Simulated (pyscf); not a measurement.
`[CH2]=[C]([F])[F]` + `[FH]` -> `[CH3][C]([F])([F])[F]`, an addition across a multiple bond or ene-type step (singlet surface; F–H broken, C–H, C–F formed). Single points on ωB97X-D3(BJ)/def2-SVP structures (PySCF, gas phase). MP2 and CC: frozen core, UHF for open shells. ΔMP2 is the change of the MP2 total energy from the triple- to the quadruple-zeta basis. Energies in kcal/mol from the separated reactants.

Small-basis levels: PySCF, no dispersion term, spherical d functions. 

Q: In single points HF/6-31G* puts the saddle at 48.2 kcal/mol and the reaction energy at -49.3 kcal/mol. Should these be trusted to within a few kcal/mol? Compare with CCSD(T)/def2-TZVPP + ΔMP2(QZVPP).

A: CCSD(T)/def2-TZVPP + ΔMP2(QZVPP) gives ΔE‡ = 42.1 kcal/mol and ΔE = -33.7 kcal/mol. HF/6-31G* lies 6.1 kcal/mol over it in the barrier and 15.7 kcal/mol under it in the reaction energy, so on this step it does not hold to within 3.0 kcal/mol. CCSD(T)/def2-TZVPP + ΔMP2(QZVPP) has limits of its own. This is the saddle that the search found; another between the same sides may lie lower. The CCSD(T) − MP2 part came from Ansatz, without density fitting, on the same reference.
